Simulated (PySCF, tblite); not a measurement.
# Complex of water and methylamine

A gas-phase complex of water and methylamine; neutral, singlet. The structure comes from a short search (6 tight-binding starts) and was relaxed by PBE0-D3(BJ)/def2-TZVPD; another way of binding may lie lower. No frequency run checks that it is a minimum.

Parts: 1 = water (O), atoms 1–3; 2 = methylamine (CN), atoms 4–10.

Coordinates in Å:
```
O1     -0.119    0.284   -0.017
H2      0.459   -0.497    0.108
H3     -1.006   -0.024    0.178
C4      2.293   -1.708    1.746
N5      1.769   -1.837    0.391
H6      3.126   -2.384    1.976
H7      2.630   -0.682    1.902
H8      1.492   -1.898    2.461
H9      2.491   -1.648   -0.293
H10     1.445   -2.781    0.218
```

| contact | kind (by geometry) | distance (Å) | angle (°) |
| --- | --- | --- | --- |
| H2···N5 | hydrogen bond | 1.895 | 172 |

Interaction energies are complex less parts, with the parts frozen as they stand in it; counterpoise-corrected, in kcal/mol (PySCF). The CCSD(T) estimate is Hartree-Fock/aug-cc-pVQZ, plus the MP2 correlation part extrapolated as X⁻³ from aug-cc-pVTZ and aug-cc-pVQZ, plus CCSD(T) less MP2 in aug-cc-pVDZ; noble-gas cores are frozen. It isn't the exact limit.

Problem. How strongly do the parts interact, level by level?

Solution. 
| level | interaction | superposition error removed |
| --- | --- | --- |
| Hartree-Fock/aug-cc-pVQZ | -4.51 | - |
| wB97M-D3(BJ)/def2-TZVPD | -7.29 | -0.14 |
| PBE0-D3(BJ)/def2-TZVPD | -7.99 | -0.12 |
| MP2/aug-cc-pVQZ | -7.30 | -0.31 |
| CCSD(T), estimated basis limit | -7.19 | - |

Problem. What holds them together? Decompose the wB97M-D3(BJ)/def2-TZVPD energy: frozen parts, their antisymmetrised product, then relaxation.

Solution. electrostatic -13.9, Pauli repulsion +13.8, orbital relaxation -6.2, dispersion correction -1.1 kcal/mol, which sum to the value before the counterpoise correction; the Pauli term holds the exchange-correlation of the frozen density too. Of the attraction, 65 % is electrostatic, 29 % is orbital relaxation, 5 % is dispersion correction.

The parts were also relaxed and run alone, at the levels used for the complex: shieldings by PBE0/pcSseg-2; core levels by delta-SCF with SCAN, pcX-2 on the ionised atom and pcseg-1 elsewhere, spin-free X2C.

Problem. How do these values change when the complex forms?

Solution. 
```
             property   alone  in the complex  change
       O1–H2 bond (Å)   0.960           0.979  +0.019
shielding of H2 (ppm)   30.89           25.49   -5.40
shielding of N5 (ppm)   245.5           238.1    -7.3
shielding of O1 (ppm)   329.1           319.0   -10.1
O1 1s core level (eV)  539.76          537.87   -1.89
C4 1s core level (eV)  291.51          291.92   +0.41
N5 1s core level (eV)  405.10          405.70   +0.60
```

The 5 runs behind this took 6.5 min in all, one thread each of Intel Xeon Platinum 8259CL on a shared host, launched as `OMP_NUM_THREADS=1 python cluster_run.py task.json out`.
